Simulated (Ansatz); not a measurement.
Input for Ansatz (development build ahead of 0.2.0):

```yaml
crystal:
  periodic: [false, false, false]
  atoms:
    - { symbol: O, position_ang: [0.00491, -0.04802, -1.69516] }
    - { symbol: C, position_ang: [0.02622, -0.04103, -0.53705] }
    - { symbol: S, position_ang: [-0.04737, -0.00025, 1.02218] }
basis:
  gaussian: { orbitals: def2-TZVP }
hamiltonian:
  xc: pbe0
output:
  forces: true
```

The input is written out in the form of the current development build from the run's settings.

Output:

```yaml
Converged: yes
Total_energy: -511.33698 hartree
Spin_squared_of_the_determinant: 0.000
Stability_test: minimum among restricted orbitals
```

Forces (eV/Å):
| atom | Fx | Fy | Fz |
| --- | --- | --- | --- |
| O1 | 0.252 | -0.070 | 0.637 |
| C2 | -0.439 | 0.130 | -0.431 |
| S3 | 0.188 | -0.060 | -0.206 |
